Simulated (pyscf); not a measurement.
Structures and frequencies: ωB97X-D3(BJ)/def2-SVP in PySCF.

Problem. HF (SMILES F) + F–Ge:–GeH₃ (SMILES [F][Ge][GeH3]) [singlet] -> F–Ge:–F (SMILES [F][Ge][F]) [singlet] + GeH₄ (SMILES [GeH4])
Surface: singlet. Broken: F–H, Ge–Ge. Formed: F–Ge, Ge–H. Give ΔE‡ and ΔE from ωB97M-D3(BJ)/def2-TZVP, relative to the separated reactants.

Solution. ΔE‡ = 0.25 eV, ΔE = -1.42 eV. Zero-point energy shifts the barrier by -0.04 eV. It is a four-centre exchange, with an imaginary mode of 1130i cm⁻¹. On the reactant side the descent ends in a bound adduct, 0.37 eV under the separated species and 0.66 eV under the saddle at ωB97X-D3(BJ)/def2-TZVP. On the product side the descent ends in a complex (not fully relaxed), 0.19 eV under the separated species and 1.69 eV under the saddle at ωB97X-D3(BJ)/def2-TZVP. At the saddle there is also a short Ge–H contact that neither side keeps. This is the saddle that the search found; another between the same sides may lie lower. Elements up to Kr have no core potential and no relativistic terms here.
